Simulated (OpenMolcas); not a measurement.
# OH⁻ at 0.968 Å: OpenMolcas input and output

Input (each module block was a call of its own in one work directory; start orbitals came from a preliminary run):

```
&GATEWAY
Coord
2
angstrom
O 0.0 0.0 0.0
H 0.0 0.0 0.9680
Basis=ANO-RCC-VTZP
Group=XY
RX2C
AMFI
ANGMom
0.0 0.0 0.0
RICD
&SEWARD
&GUESSORB
* RASSCF and CASPT2 blocks for each multiplicity and irrep, as for the first:
&RASSCF
FileOrb=$CurrDir/o32.orb
Symmetry=2
Spin=3
nActEl=6 0 0
Inactive=2 0
RAS2=2 2
CIRoot=2 2 1
Linear
Iterations=120 100
OrbListing=Nothing
PRWF=0.15
>>COPY $Project.RasOrb $CurrDir/o32.orb
>>COPY $Project.rasscf.h5 $CurrDir/r32.h5
&CASPT2
XMultistate=all
Imaginary=0.2
IPEA=0.25
MaxIter=40
>>COPY $Project.JobMix JOB001
&RASSI
Nr of JobIphs=4 2 2 2 2
1 2
1 2
1 2
1 2
SpinOrbit
EJob
Omega
MEES
MESO
Properties=4
'AngMom' 3 'Mltpl  1' 1 'Mltpl  1' 2 'Mltpl  1' 3
Thrs=1.0d-4
>>COPY $Project.rassi.h5 $CurrDir/so.h5
```

```bash
pymolcas m.inp
```

C2 symmetry about the axis (a holds Σ, Δ, Γ; b holds Π, Φ, H; Σ⁺ and Σ⁻ are not told apart); roots by multiplicity and irrep: 3b 2, 1b 2, 1a 2, 3a 2.

RASSI part of the output, in excerpt:

```
SPIN-FREE ENERGIES:
  (Shifted by EMIN (a.u.) =        -75.7517071375)
 SF State       Relative EMIN(au)   Rel lowest level(eV)    D:o, cm**(-1)      Abs_M
     5             0.0000000000        0.0000000000              0.0000         0.0
     1             0.1048483186        2.8530680958          23011.5461         1.0
     2             0.1048649660        2.8535210923          23015.1997         1.0
     3             0.1103093592        3.0016705788          24210.1059         1.0
     4             0.1103093878        3.0016713573          24210.1122         1.0
     6             0.2459785508        6.6934173527          53986.0517         0.0
     7             0.2488466283        6.7714617176          54615.5220         0.0
     8             0.3544653485        9.6454935101          77796.1517         0.0
++ Dipole transition strengths (spin-free states):
     for osc. strength at least  1.00000000E-05
      From   To        Osc. strength     Einstein coefficients Ax, Ay, Az (sec-1)    Total A (sec-1)
         5    3       2.52836635E-02  9.88497460E+06  1.12806622E+00  0.00000000E+00  9.88497573E+06
         5    4       2.52836705E-02  1.12806712E+00  9.88498248E+06  0.00000000E+00  9.88498360E+06
         5    6       7.62230153E-02  0.00000000E+00  0.00000000E+00  1.48180646E+08  1.48180646E+08
         1    7       3.02213106E-03  2.01331973E+06  1.21533949E+02  0.00000000E+00  2.01344127E+06
         1    8       1.73748155E-02  2.09960762E+03  3.47818991E+07  0.00000000E+00  3.47839987E+07
         2    7       3.02178171E-03  1.21491802E+02  2.01262157E+06  0.00000000E+00  2.01274306E+06
         2    8       1.73736569E-02  3.47749410E+07  2.09918763E+03  0.00000000E+00  3.47770402E+07
         3    6       1.16225035E-03  6.87342178E+05  7.84389959E-02  0.00000000E+00  6.87342257E+05
         4    6       1.16225009E-03  7.84389475E-02  6.87341734E+05  0.00000000E+00  6.87341812E+05
 Electric-quadrupole - electric-quadrupole not included
 Electric-dipole - electric-octupole not included
 Electric-dipole - magnetic-quadrupole not included
   Eigenvalues of complex Hamiltonian:
  (Shifted by EMIN (a.u.) =        -75.7517071375)
 SO State       Relative EMIN(au)   Rel lowest level(eV)    D:o, cm**(-1)      Omega
     1            -0.0000000450        0.0000000000              0.0000         0.0
     2             0.1045463379        2.8448520038          22945.2788         2.0
     3             0.1045463379        2.8448520033          22945.2788         2.0
     4             0.1048303468        2.8525802815          23007.6116         1.0
     5             0.1048469408        2.8530318251          23011.2535         1.0
     6             0.1051660800        2.8617160465          23081.2965         0.0
     7             0.1051661848        2.8617188974          23081.3195         0.0
     8             0.1103264623        3.0021372012          24213.8695         1.0
     9             0.1103264870        3.0021378744          24213.8749         1.0
    10             0.2459793375        6.6934399850          53986.2343         0.0
    11             0.2488474950        6.7714865257          54615.7221         0.0
    12             0.2488475061        6.7714868286          54615.7245         1.0
    13             0.2488475061        6.7714868272          54615.7245         1.0
    14             0.3544653680        9.6454952638          77796.1658         1.0
    15             0.3544653680        9.6454952638          77796.1658         1.0
    16             0.3544653687        9.6454952811          77796.1660         0.0
 Weights of the five most important spin-orbit-free states for each spin-orbit state.
 SO State  Total energy (au)           Spin-free states, spin, and weights
    1        -0.000000       5 0.0  1.0000    1 1.0  0.0000    2 1.0  0.0000    8 1.0  0.0000    6 0.0  0.0000
    2         0.104546       1 1.0  0.5134    2 1.0  0.4866    6 0.0  0.0000    5 0.0  0.0000    8 1.0  0.0000
    3         0.104546       1 1.0  0.5134    2 1.0  0.4866    7 1.0  0.0000    6 0.0  0.0000    5 0.0  0.0000
    4         0.104830       1 1.0  0.9968    4 0.0  0.0032    7 1.0  0.0000    3 0.0  0.0000    8 1.0  0.0000
    5         0.104847       2 1.0  0.9968    3 0.0  0.0032    7 1.0  0.0000    4 0.0  0.0000    8 1.0  0.0000
    6         0.105166       2 1.0  0.5134    1 1.0  0.4866    7 1.0  0.0000    6 0.0  0.0000    5 0.0  0.0000
    7         0.105166       2 1.0  0.5134    1 1.0  0.4866    6 0.0  0.0000    5 0.0  0.0000    8 1.0  0.0000
    8         0.110326       4 0.0  0.9966    1 1.0  0.0032    3 0.0  0.0003    7 1.0  0.0000    2 1.0  0.0000
    9         0.110326       3 0.0  0.9965    2 1.0  0.0032    4 0.0  0.0003    7 1.0  0.0000    1 1.0  0.0000
   10         0.245979       6 0.0  1.0000    2 1.0  0.0000    1 1.0  0.0000    8 1.0  0.0000    5 0.0  0.0000
   11         0.248847       7 1.0  1.0000    2 1.0  0.0000    1 1.0  0.0000    6 0.0  0.0000    5 0.0  0.0000
   12         0.248848       7 1.0  1.0000    3 0.0  0.0000    2 1.0  0.0000    4 0.0  0.0000    1 1.0  0.0000
   13         0.248848       7 1.0  1.0000    4 0.0  0.0000    1 1.0  0.0000    3 0.0  0.0000    2 1.0  0.0000
   14         0.354465       8 1.0  1.0000    2 1.0  0.0000    1 1.0  0.0000    4 0.0  0.0000    3 0.0  0.0000
   15         0.354465       8 1.0  1.0000    2 1.0  0.0000    1 1.0  0.0000    4 0.0  0.0000    3 0.0  0.0000
   16         0.354465       8 1.0  1.0000    2 1.0  0.0000    1 1.0  0.0000    5 0.0  0.0000    6 0.0  0.0000
++ Dipole transition strengths (SO states):
        for osc. strength at least   1.00000000E-05
      From   To        Osc. strength     Einstein coefficients Ax, Ay, Az (sec-1)    Total A (sec-1)
         1    4       7.66182156E-05  1.63299507E+00  2.70514855E+04  0.00000000E+00  2.70531185E+04
         1    5       7.70959999E-05  2.72287943E+04  1.64366579E+00  0.00000000E+00  2.72304380E+04
         1    8       2.52068646E-02  2.63046889E+03  9.85538396E+06  0.00000000E+00  9.85801443E+06
         1    9       2.52063798E-02  9.85519880E+06  2.63047328E+03  0.00000000E+00  9.85782927E+06
         1   10       7.62224534E-02  0.00000000E+00  0.00000000E+00  1.48180556E+08  1.48180556E+08
         2   12       1.55490195E-03  1.04022541E+06  6.25788090E+01  0.00000000E+00  1.04028799E+06
         2   13       1.47356649E-03  5.92941671E+01  9.85812209E+05  0.00000000E+00  9.85871503E+05
         2   14       8.69791212E-03  8.49322592E+06  8.96196294E+06  0.00000000E+00  1.74551889E+07
         2   15       8.69792284E-03  8.49323638E+06  8.96197399E+06  0.00000000E+00  1.74552104E+07
         3   12       1.47355935E-03  5.92938791E+01  9.85807437E+05  0.00000000E+00  9.85866731E+05
         3   13       1.55490909E-03  1.04023019E+06  6.25790974E+01  0.00000000E+00  1.04029277E+06
         3   14       8.69792284E-03  8.49319671E+06  8.96201366E+06  0.00000000E+00  1.74552104E+07
         3   15       8.69791212E-03  8.49318625E+06  8.96200262E+06  0.00000000E+00  1.74551889E+07
         4   11       3.01288116E-03  2.00768273E+06  1.21194947E+02  0.00000000E+00  2.00780392E+06
         4   16       1.73206430E-02  2.09338509E+03  3.46784521E+07  0.00000000E+00  3.46805455E+07
         5   11       3.01247548E-03  1.21150710E+02  2.00694982E+06  0.00000000E+00  2.00707097E+06
         5   16       1.73191553E-02  3.46708637E+07  2.09292718E+03  0.00000000E+00  3.46729566E+07
         6   12       1.54824014E-03  6.22003130E+01  1.02689056E+06  0.00000000E+00  1.02695276E+06
         6   13       1.46723975E-03  9.73165979E+05  5.89572426E+01  0.00000000E+00  9.73224936E+05
         6   14       8.67630315E-03  8.89545681E+06  8.43011899E+06  0.00000000E+00  1.73255758E+07
         6   15       8.67630314E-03  8.89545681E+06  8.43011898E+06  0.00000000E+00  1.73255758E+07
         7   12       1.46722637E-03  9.73155684E+05  5.89566180E+01  0.00000000E+00  9.73214640E+05
         7   13       1.54821249E-03  6.21991122E+01  1.02687072E+06  0.00000000E+00  1.02693292E+06
         7   14       8.67629544E-03  8.89540217E+06  8.43014369E+06  0.00000000E+00  1.73255459E+07
         7   15       8.67629545E-03  8.89540218E+06  8.43014370E+06  0.00000000E+00  1.73255459E+07
         8   10       1.15840849E-03  1.82757141E+02  6.84722693E+05  0.00000000E+00  6.84905450E+05
         8   16       5.41591241E-05  2.77643580E+01  1.03690802E+05  0.00000000E+00  1.03718566E+05
         9   10       1.15838577E-03  6.84709010E+05  1.82757217E+02  0.00000000E+00  6.84891767E+05
         9   16       5.44882643E-05  1.04321116E+05  2.77558769E+01  0.00000000E+00  1.04348872E+05
 Electric-quadrupole - electric-quadrupole not included
 Electric-dipole - electric-octupole not included
 Electric-dipole - magnetic-quadrupole not included
```

Only roots inside an energy window near the equilibrium distance were included, so the list of states is not complete; labels number the states computed. Each spin and symmetry block has orbitals of its own, averaged over its own roots, so gaps between blocks are less sure than gaps within one and near the minimum can be off by tenths of an eV, in bad cases by more. No Rydberg orbitals are active, so Rydberg states, and σ→σ* states whose orbital the CASSCF left unused, can be missing between those listed. CASPT2 splits the two components of degenerate states numerically, here by up to 4 cm⁻¹. For an anion, states above the electron-detachment threshold (often below 1 to 3 eV) are held by the basis set and are not bound levels.
